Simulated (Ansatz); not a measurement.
Relaxation of C$_{2}$H$_{7}$Al (10 atoms, charge 0, multiplicity 1), to a largest force component of 0.03 eV/Å in at most 50 steps.

Method: RHF/def2-TZVP in Ansatz 0.2.0.

```xyz
10
Properties=species:S:1:pos:R:3
Al -0.333 0.323 -0.847
C 1.677 -0.091 1.583
H 0.713 -0.578 1.686
H 2.390 -0.662 2.167
C 1.615 1.359 2.045
H 1.340 1.414 3.091
H 2.576 1.846 1.921
H 0.883 1.939 1.490
H 2.005 -0.163 0.539
H -1.362 0.202 0.433
```

Problem. Where does it end, and by what steps?

Solution. The forces met the threshold. The force dipped under the threshold on the way, but the program's further checks kept it going. After 8 steps the energy has fallen by 0.130 eV; Al1 moved furthest, 1.07 Å.

| step | energy less start (eV) | largest force component (eV/Å) | accepted |
| --- | --- | --- | --- |
| 0 | 0.0000 | 0.393 | yes |
| 1 | -0.0646 | 0.162 | yes |
| 2 | -0.1003 | 0.083 | yes |
| 3 | -0.1174 | 0.088 | yes |
| 4 | -0.1171 | 0.340 | no |
| 5 | -0.1206 | 0.029 | yes |
| 6 | -0.1243 | 0.023 | yes |
| 7 | -0.1278 | 0.016 | yes |
| 8 | -0.1302 | 0.014 | yes |

```xyz
10
Properties=species:S:1:pos:R:3
Al -1.159 0.319 -1.530
C 1.873 -0.098 1.748
H 0.926 -0.616 1.859
H 2.608 -0.621 2.351
C 1.754 1.362 2.169
H 1.454 1.446 3.208
H 2.699 1.881 2.054
H 1.014 1.885 1.572
H 2.182 -0.185 0.711
H -1.846 0.219 -0.035
```

Whether the end is a true minimum wasn't checked by a vibrational analysis.

The run took 5.6 s on 4 threads of Arm Neoverse V2 (shared host), peak memory 0.26 GiB.
